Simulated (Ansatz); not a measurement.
1T (CdI2-type) PtSe2: PBE at its full settings (plane-wave cutoff 520 eV, 12×12×8 k mesh (along the axes of the cell as run), Fermi–Dirac smearing 0.01 eV, scalar-relativistic PAW data made under PBE) and at cheaper ones, in a cell of 3 atoms with Γ-centred meshes.

| level and setting | equilibrium lattice constant a (Å) | c axis length (Å) | band gap (eV) |
|---|---|---|---|
| PBE (Ansatz) | 3.752 | 6.475 | 0.81 |
| PBE (2×2×2 k mesh) (Ansatz) | 3.766 | 7.739 | 1.10 |
| PBE (4×4×4 k mesh) (Ansatz) | 3.784 | 5.316 | 0.00 |
| PBE (4×4×4 k mesh and 300 eV cutoff) (Ansatz) | 3.783 | 5.319 | 0.00 |
| PBE (6×6×6 k mesh) (Ansatz) | 3.753 | 6.514 | 0.82 |
| PBE (Fermi-Dirac smearing of 0.3 eV) (Ansatz) | 3.791 | 5.308 | 0.00 |

Largest shifts from the full settings: lattice constant a +1.04 % (PBE (Fermi-Dirac smearing of 0.3 eV)), against a difference of +0.67 % of the full result from the reference 3.727 Å (measured, temperature not stated, no zero-point or thermal correction; as tabulated in Björkman (2014), arXiv:1406.2436); lattice parameter c +19.5 % (PBE (2×2×2 k mesh)), against a difference of +28 % of the full result from the reference 5.074 Å (measured, temperature not stated, zero-point anharmonic expansion removed (computed with revB86b-DF2); no thermal correction; as tabulated in Björkman (2014), arXiv:1406.2436); band gap -0.81 eV (PBE (4×4×4 k mesh)).

The full settings aren't shown to be converged themselves.

Each row is at its own relaxed cell, so a gap follows the cell too.

Band edges were searched off the SCF mesh.

Spin–orbit coupling is included only where a level's name says +SOC; with heavier elements it mostly lowers gaps and can invert bands. A gap of zero means that the bands touch or overlap. Density-functional gaps are differences of (generalised) Kohn–Sham levels.

Caveats: for a layered or molecular solid the relaxed cell lies over 5 % above the published volume, where the minimum can be shallow (PBE, PBE (2×2×2 k mesh), PBE (4×4×4 k mesh), PBE (4×4×4 k mesh and 300 eV cutoff), PBE (6×6×6 k mesh), PBE (Fermi-Dirac smearing of 0.3 eV)); the cell comes from a level without a dispersion term, which matters for the spacing of layers, chains or molecules (PBE, PBE (2×2×2 k mesh), PBE (4×4×4 k mesh), PBE (4×4×4 k mesh and 300 eV cutoff), PBE (6×6×6 k mesh), PBE (Fermi-Dirac smearing of 0.3 eV)). Ansatz's density-functional and Hartree–Fock values are scalar-relativistic unless marked +SOC, with PAW data made under PBE.

Run with cheap settings on purpose, which may leave them unconverged: PBE (2×2×2 k mesh), PBE (4×4×4 k mesh and 300 eV cutoff), PBE (4×4×4 k mesh), PBE (6×6×6 k mesh), PBE (Fermi-Dirac smearing of 0.3 eV).

Ansatz is a first-principles code.
